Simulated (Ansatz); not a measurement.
The same path of C2H7N3O (13 atoms, charge 0, multiplicity 1) was run twice with different band settings. Lost on the way: C1–H8. Made: N2–H8.

Method: RKS B3LYP-D4/def2-SVP in Ansatz 0.2.0.

Relaxed end points:

```xyz
13
Properties=species:S:1:pos:R:3
C -0.494 -1.385 -1.386
N 0.002 -1.164 -0.242
C 0.138 0.207 0.243
N -0.686 0.438 1.410
N 1.512 0.363 0.650
O -0.280 1.127 -0.755
H -0.820 -0.587 -2.074
H -0.613 -2.429 -1.715
H -1.645 0.149 1.214
H -0.340 -0.137 2.177
H 1.678 1.339 0.895
H 2.131 0.124 -0.124
H -0.564 1.920 -0.279
```

```xyz
13
Properties=species:S:1:pos:R:3
C -0.870 -1.374 -1.695
N -0.109 -1.102 -0.669
C 0.117 0.180 0.082
N -0.707 0.319 1.257
N 1.487 0.130 0.517
O -0.207 1.204 -0.812
H -1.344 -0.407 -1.984
H 0.436 -1.851 -0.234
H -1.684 0.146 1.022
H -0.429 -0.352 1.973
H 1.688 0.926 1.122
H 2.106 0.183 -0.291
H -0.462 1.964 -0.271
```

Common settings: spring 5.0 eV/Å²; optimiser quadratic models (default); start path through a guess of the saddle point; force threshold 0.03 eV/Å; iteration limit 60; end points relaxed.

| run | movable images | climbing image |
| --- | --- | --- |
| 1 | 7 | yes |
| 2 | 8 | no |

What does each run give, and how far can it be trusted?

Run 1: converged after 22 iterations, highest image 3.565 eV above the first end. Neighbouring images differ by up to 1.6 eV, so the band resolves the path poorly. A vibrational analysis at the climbing image gives one clearly imaginary mode, 1951i cm⁻¹: a first-order saddle point.
Run 2: converged after 18 iterations, highest image 3.427 eV above the first end. Neighbouring images differ by up to 1.5 eV, so the band resolves the path poorly. No image climbed, so the highest image needn't sit at the top of the path.
The orbitals stay closed-shell, which can raise the energy where a bond breaks towards radicals; this wasn't checked here.
